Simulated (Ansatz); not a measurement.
Reaction (formal exchange of groups at a C–S bond): `CSS` + `C=CC(F)Cl` → `C=CC(C)(F)Cl` + `SS`

Gas-phase electronic energies from Ansatz, PBE0-D4/def2-TZVP geometries. CBS: MP2 limit from def2 TZ/QZ plus the TZ coupled-cluster correction, frozen cores. This one scheme is used for every species. Functionals use def2-TZVPP. B3LYP here is the variant with VWN-RPA as its local correlation; programs differ in this. One conformer a species, not always the lowest.

```json
{"level": "PBE-D4", "ΔE (kcal/mol)": "-3.0", "difference from CCSD(T)/CBS": "1.9"}
{"level": "r2SCAN-D4", "ΔE (kcal/mol)": "-4.2", "difference from CCSD(T)/CBS": "0.7"}
{"level": "PBE0-D4", "ΔE (kcal/mol)": "-3.7", "difference from CCSD(T)/CBS": "1.2"}
{"level": "B3LYP-D4", "ΔE (kcal/mol)": "-3.6", "difference from CCSD(T)/CBS": "1.3"}
{"level": "ωB97X-V", "ΔE (kcal/mol)": "-4.6", "difference from CCSD(T)/CBS": "0.3"}
{"level": "ωB97M-V", "ΔE (kcal/mol)": "-4.9", "difference from CCSD(T)/CBS": "0.0"}
{"level": "B2PLYP", "ΔE (kcal/mol)": "-3.7", "difference from CCSD(T)/CBS": "1.2"}
{"level": "PBE", "ΔE (kcal/mol)": "-2.6", "difference from CCSD(T)/CBS": "2.3"}
{"level": "r2SCAN", "ΔE (kcal/mol)": "-4.1", "difference from CCSD(T)/CBS": "0.8"}
{"level": "PBE0", "ΔE (kcal/mol)": "-3.3", "difference from CCSD(T)/CBS": "1.6"}
{"level": "B3LYP", "ΔE (kcal/mol)": "-2.9", "difference from CCSD(T)/CBS": "2.0"}
{"level": "HF/def2-TZVPP", "ΔE (kcal/mol)": "-4.0", "difference from CCSD(T)/CBS": "0.9"}
{"level": "MP2/def2-TZVPP", "ΔE (kcal/mol)": "-5.1", "difference from CCSD(T)/CBS": "-0.2"}
{"level": "SCS-MP2/def2-TZVPP", "ΔE (kcal/mol)": "-4.8", "difference from CCSD(T)/CBS": "0.1"}
{"level": "CCSD/def2-TZVPP", "ΔE (kcal/mol)": "-5.3", "difference from CCSD(T)/CBS": "-0.4"}
{"level": "CCSD(T)/def2-TZVPP", "ΔE (kcal/mol)": "-5.3", "difference from CCSD(T)/CBS": "-0.4"}
{"level": "HF/def2-QZVPP", "ΔE (kcal/mol)": "-3.9", "difference from CCSD(T)/CBS": "1.0"}
{"level": "MP2/def2-QZVPP", "ΔE (kcal/mol)": "-4.8", "difference from CCSD(T)/CBS": "0.1"}
{"level": "SCS-MP2/def2-QZVPP", "ΔE (kcal/mol)": "-4.5", "difference from CCSD(T)/CBS": "0.4"}
{"level": "HF/CBS(def2)", "ΔE (kcal/mol)": "-3.9", "difference from CCSD(T)/CBS": "1.0"}
{"level": "MP2/CBS(def2)", "ΔE (kcal/mol)": "-4.6", "difference from CCSD(T)/CBS": "0.3"}
{"level": "CCSD/CBS(def2)", "ΔE (kcal/mol)": "-4.9", "difference from CCSD(T)/CBS": "0.0"}
{"level": "CCSD(T)/CBS", "ΔE (kcal/mol)": "-4.9", "difference from CCSD(T)/CBS": "0"}
```

Largest T1 diagnostic among the species: 0.011.

In def2-TZVPP, CCSD(T) changes the Hartree–Fock value by −1.3 kcal/mol (the triples alone add +0.0 kcal/mol) and MP2 by −1.1 kcal/mol.
